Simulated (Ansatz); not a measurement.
```yaml
crystal:
  periodic: [false, false, false]
  atoms:
    - {symbol: B, position_ang: [0.225737, 1.036774, -0.458460]}
    - {symbol: C, position_ang: [0.278024, -0.460990, -0.102543]}
    - {symbol: N, position_ang: [-0.521655, -1.061204, 0.731481]}
    - {symbol: H, position_ang: [1.353707, 1.459663, -0.246749]}
    - {symbol: H, position_ang: [-0.657219, 1.614031, 0.146173]}
    - {symbol: H, position_ang: [0.105751, 1.059065, -1.676846]}
    - {symbol: H, position_ang: [1.012428, -1.136284, -0.547533]}
    - {symbol: H, position_ang: [-0.473629, -2.045579, 0.945653]}
    - {symbol: H, position_ang: [-1.234644, -0.511776, 1.191624]}
basis:
  gaussian: {orbitals: ANO-RCC-VTZP, final_grid: {core_spheres: 1, valence_spheres: 1, degree: 3}}
total_charge: 1
magnetization: {spin_polarized: true, initial_magnetization: 1}
hamiltonian: {xc: {name: PBE}}
```

```sh
$ ansatz run in.yaml --threads 2 --pin off --events-out ev --progress --plain --max-ram 4352MiB
```

It prints (some lines left out):

```
Functional definition: PBE
1074 factors; their error is unknown
mean field evaluation 1: about -3273.5285 eV, gradient 5.8e1 eV
mean field evaluation 2: about -3241.6318 eV, gradient 9.0e1 eV
mean field evaluation 4: about -3287.7461 eV, gradient 9.7e0 eV
mean field evaluation 8: about -3288.1409 eV, gradient 4.9e0 eV
mean field evaluation 32: about -3371.2521 eV, gradient 1.3e0 eV
mean field evaluation 64: about -3368.5408 eV, gradient 1.5e1 eV
mean field evaluation 96: about -3354.7498 eV, gradient 3.7e1 eV
a density is far from that of the atoms, so the factors are made again for it
1647 factors; integrals over basis functions are off by at most 9.4e-5 eV
mean field -3371.23907422 eV, -123.8907508696 hartree, gradient 1.9e-5 eV, S^2 4.068262; 0 other end points of the search recorded, 0 dependent functions left out
reference -3371.23907595 eV, -123.8907509331 hartree; 12, 11 occupied and 162, 163 virtual orbitals, 1647 factors
Total energy: -3371.23907595 eV, -123.8907509331 hartree
Relativity: scalar
```

In this input the integration grid is far too coarse. Self-consistency was reached. The result belongs to that input, not to the molecule as meant.
